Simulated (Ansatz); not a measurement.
The input, for Ansatz 0.2.0:

```yaml
crystal:
  periodic: [false, false, false]
  atoms:
    - {symbol: B, position_ang: [0.000000, 0.086478, 0.859974]}
    - {symbol: N, position_ang: [0.000000, -0.110891, -0.591728]}
    - {symbol: H, position_ang: [0.000000, 0.613440, -1.001078]}
basis:
  gaussian: {orbitals: 6-31G}
magnetization: {spin_polarized: true, initial_magnetization: 3}
hamiltonian: {xc: {name: B3LYP}}
```

```sh
$ ansatz run in.yaml --threads 1 --pin off --events-out ev --progress --plain --max-ram 2393MiB
```

The program prints:

```
290 factors; integrals over basis functions are off by at most 2.5e-4 eV
mean field evaluation 1: about -2171.2167 eV, gradient 2.2e1 eV
mean field evaluation 2: about -2166.7713 eV, gradient 3.6e1 eV
mean field evaluation 4: about -2173.4630 eV, gradient 4.6e-1 eV
mean field evaluation 8: about -2173.4621 eV, gradient 4.1e-3 eV
mean field evaluation 16: about -2173.4651 eV, gradient 1.6e-1 eV
mean field evaluation 32: about -2173.4621 eV, gradient 7.4e-5 eV
mean field -2173.46536097 eV, -79.8733787878 hartree, gradient 7.3e-6 eV, S^2 3.751821; 6 other end points of the search recorded, 0 dependent functions left out
reference -2173.46551407 eV, -79.8733844142 hartree; 8, 5 occupied and 12, 15 virtual orbitals, 290 factors
Total energy: -2173.46551407 eV, -79.8733844142 hartree
```

Ran on 1 thread of Arm Neoverse V1, shared host: 1.1 s wall, 0.14 GiB peak host memory.
